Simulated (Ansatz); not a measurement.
What does this script print? It uses Ansatz 0.2.0 through its Python package.

The script, `ch4os_opt.py`:
```python
import warnings

import ansatz as az
import numpy as np

warnings.simplefilter("ignore", az.DeckWarning)

geometry_ang = [
    ("O", [-0.7616, -0.8237, -0.3544]),
    ("C", [-0.0428, 0.3781, -0.1149]),
    ("S", [1.6323, -0.0602, 0.2366]),
    ("H", [-1.616, -0.4625, -0.6457]),
    ("H", [-0.0656, 1.026, -1.0089]),
    ("H", [-0.4693, 0.9252, 0.7399]),
    ("H", [1.3842, -1.0509, 1.1017]),
]
geometry = az.Crystal.molecule()
for symbol, xyz in geometry_ang:
    geometry = geometry.atom(symbol, xyz)

model = (
    geometry.calculation()
    .basis(gaussian="def2-SVP")
    .correlation("mp2")
)
symbols = [site.symbol for site in geometry.cartesian_sites]
start = np.array([site.position_ang for site in geometry.cartesian_sites], dtype=float)
def progress(event):
    if event["event"] == "relax_step":
        row = event["data"]
        print(f"step {row['step']:3d}  E = {row['lagrangian_ev']:.6f} eV  largest force component {row['allowed_force_max_ev_ang']:.4f} eV/A")


rep = model.relax(force_tolerance=0.01).session().plan().execute(on_event=progress).report
end = np.array(rep["positions_ang"])

print(f"E = {rep['free_energy_ev']:.6f} eV = {rep['free_energy_ev'] / 27.211386246:.7f} Ha")
print("converged:", rep["converged"], " doubts:", rep["published_state_doubts"] or "none")

print("final positions (A) and the move of each atom")
for symbol, xyz, old in zip(symbols, end, start):
    print(f"{symbol:2s} {xyz[0]:10.5f} {xyz[1]:10.5f} {xyz[2]:10.5f}   {np.linalg.norm(xyz - old):7.4f}")
```

```console
$ python ch4os_opt.py
step   1  E = -13954.373044 eV  largest force component 1.3841 eV/A
step   2  E = -13954.460945 eV  largest force component 0.6849 eV/A
step   3  E = -13954.482151 eV  largest force component 0.4521 eV/A
step   4  E = -13954.456733 eV  largest force component 0.7777 eV/A
step   5  E = -13954.490819 eV  largest force component 0.0848 eV/A
step   6  E = -13954.490969 eV  largest force component 0.0728 eV/A
step   7  E = -13954.491047 eV  largest force component 0.0127 eV/A
step   8  E = -13954.491066 eV  largest force component 0.0057 eV/A
E = -13954.491066 eV = -512.8180880 Ha
converged: True  doubts: none
final positions (A) and the move of each atom
O    -0.80496   -0.79157   -0.50366    0.1587
C    -0.04442    0.33335   -0.14300    0.0529
S     1.67003   -0.13468    0.15790    0.1147
H    -1.72006   -0.49679   -0.59020    0.1228
H     0.00805    1.08729   -0.94913    0.1129
H    -0.44944    0.83068    0.75518    0.0978
H     1.40201   -0.89628    1.22721    0.1999
```

Reading the output:
- These settings explore the input space; basis and method may be short of convergence.
- The end point is the stationary point reached from this start; no frequency run checks that it is a minimum, and the basis set is modest.
- Wall time of the script: 12 s on 1 thread of Arm Neoverse V1 (shared host), peak memory 0.2 GiB.

(Lines on the test bed's own set-up are left out of the output.)
